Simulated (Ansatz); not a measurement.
Born–Oppenheimer molecular dynamics of CH₆OSi (9 atoms, charge 0, multiplicity 1). It goes on from the last frame of an earlier run, with new velocities.

The calculation used RKS PBE0/def2-mTZVP (Ansatz).

```
ensemble        : NVT, Nosé–Hoover chain
time step       : 0.5 fs
steps asked     : 150
set temperature : 1000 K
thermostat      : time constant 100 fs, chain length 3 (defaults)
seed            : 553056
```

Frames 5 fs apart, positions in Å.

Velocities at 0.0 fs (Å/ps):

```
C 0.24 -7.15 -3.00
O -0.01 2.06 -4.95
Si -2.26 1.44 3.06
H 47.78 19.10 46.92
H -14.98 -26.29 43.95
H 5.97 4.51 -11.84
H 21.05 13.78 -72.18
H -24.11 2.75 -4.80
H 24.59 -1.43 27.07
```

```xyz
9
Properties=species:S:1:pos:R:3 time_fs=0.0 energy_less_start_eV=0.000 T=1000
C -0.429 1.069 -0.936
O 0.506 0.123 -0.387
Si 0.546 -1.027 0.779
H -0.849 0.652 -1.827
H 0.076 1.985 -1.196
H -1.287 1.412 -0.282
H 1.620 -1.871 0.337
H -0.684 -1.749 0.926
H 0.929 -0.418 2.048
9
Properties=species:S:1:pos:R:3 time_fs=5.0 energy_less_start_eV=0.360 T=607
C -0.422 1.034 -0.920
O 0.502 0.138 -0.411
Si 0.538 -1.017 0.792
H -0.766 0.616 -1.922
H 0.126 1.991 -1.042
H -1.237 1.340 -0.311
H 1.697 -1.832 0.031
H -0.831 -1.757 0.915
H 1.026 -0.449 2.172
9
Properties=species:S:1:pos:R:3 time_fs=10.0 energy_less_start_eV=0.243 T=735
C -0.403 1.015 -0.915
O 0.498 0.143 -0.419
Si 0.537 -1.007 0.794
H -0.744 0.673 -1.962
H 0.149 1.979 -1.019
H -1.314 1.144 -0.229
H 1.542 -1.763 0.017
H -0.794 -1.686 0.922
H 1.023 -0.577 2.113
9
Properties=species:S:1:pos:R:3 time_fs=15.0 energy_less_start_eV=0.163 T=825
C -0.407 1.017 -0.914
O 0.509 0.128 -0.408
Si 0.537 -0.993 0.782
H -0.735 0.798 -1.896
H 0.025 1.995 -1.020
H -1.271 0.970 -0.305
H 1.438 -1.895 0.150
H -0.741 -1.610 0.960
H 1.022 -0.660 2.111
9
Properties=species:S:1:pos:R:3 time_fs=20.0 energy_less_start_eV=0.425 T=546
C -0.420 1.028 -0.905
O 0.535 0.110 -0.397
Si 0.538 -0.980 0.763
H -0.748 0.756 -2.038
H -0.088 2.122 -0.920
H -1.384 0.947 -0.317
H 1.487 -2.221 0.282
H -0.877 -1.594 1.024
H 1.064 -0.620 2.196
9
Properties=species:S:1:pos:R:3 time_fs=25.0 energy_less_start_eV=0.194 T=805
C -0.456 1.033 -0.911
O 0.562 0.118 -0.406
Si 0.541 -0.991 0.758
H -0.582 0.756 -1.859
H -0.173 2.029 -0.755
H -1.391 0.977 -0.377
H 1.334 -2.246 0.503
H -0.866 -1.469 1.031
H 1.050 -0.527 2.060
9
Properties=species:S:1:pos:R:3 time_fs=30.0 energy_less_start_eV=0.424 T=559
C -0.476 1.015 -0.878
O 0.583 0.147 -0.429
Si 0.539 -1.011 0.762
H -0.508 0.761 -2.074
H -0.103 2.082 -0.657
H -1.470 0.881 -0.389
H 1.203 -2.232 0.628
H -0.844 -1.306 1.010
H 1.072 -0.349 1.953
9
Properties=species:S:1:pos:R:3 time_fs=35.0 energy_less_start_eV=0.516 T=467
C -0.469 0.989 -0.871
O 0.598 0.170 -0.452
Si 0.529 -1.014 0.768
H -0.539 0.980 -1.871
H -0.151 1.961 -0.675
H -1.455 0.726 -0.432
H 1.266 -2.440 0.585
H -0.996 -1.207 1.020
H 1.143 -0.183 1.947
9
Properties=species:S:1:pos:R:3 time_fs=40.0 energy_less_start_eV=0.297 T=714
C -0.453 0.956 -0.847
O 0.617 0.167 -0.468
Si 0.518 -1.005 0.775
H -0.631 1.105 -2.038
H -0.272 2.063 -0.547
H -1.389 0.590 -0.452
H 1.200 -2.324 0.505
H -0.962 -1.153 1.026
H 1.157 -0.248 1.849
9
Properties=species:S:1:pos:R:3 time_fs=45.0 energy_less_start_eV=0.126 T=911
C -0.442 0.960 -0.850
O 0.641 0.142 -0.481
Si 0.503 -0.981 0.773
H -0.583 1.032 -1.878
H -0.452 1.924 -0.383
H -1.408 0.492 -0.426
H 1.121 -2.162 0.375
H -0.881 -1.161 1.057
H 1.220 -0.394 1.901
9
Properties=species:S:1:pos:R:3 time_fs=50.0 energy_less_start_eV=0.352 T=679
C -0.460 0.945 -0.818
O 0.664 0.110 -0.492
Si 0.492 -0.940 0.764
H -0.466 0.978 -1.976
H -0.514 1.885 -0.217
H -1.333 0.450 -0.526
H 1.175 -2.279 0.172
H -0.993 -1.217 1.147
H 1.303 -0.546 2.070
9
Properties=species:S:1:pos:R:3 time_fs=55.0 energy_less_start_eV=0.161 T=897
C -0.467 0.917 -0.793
O 0.677 0.089 -0.498
Si 0.490 -0.913 0.759
H -0.377 1.093 -1.874
H -0.440 1.859 -0.233
H -1.459 0.308 -0.622
H 1.081 -2.168 0.141
H -0.937 -1.207 1.176
H 1.227 -0.727 2.024
```

Of the whole run (75 fs, mean temperature of the second half 724 K): The conserved energy stayed within 1 meV per atom of its start (net change 0.74 meV per atom), so the integration is sound. The mean temperature of the second half is 28 % below the set value. A run of 0.075 ps of so small a system gives no equilibrium averages.

Run time: 5 min on 1 thread of Arm Neoverse V1 (shared host), peak memory 0.13 GiB.
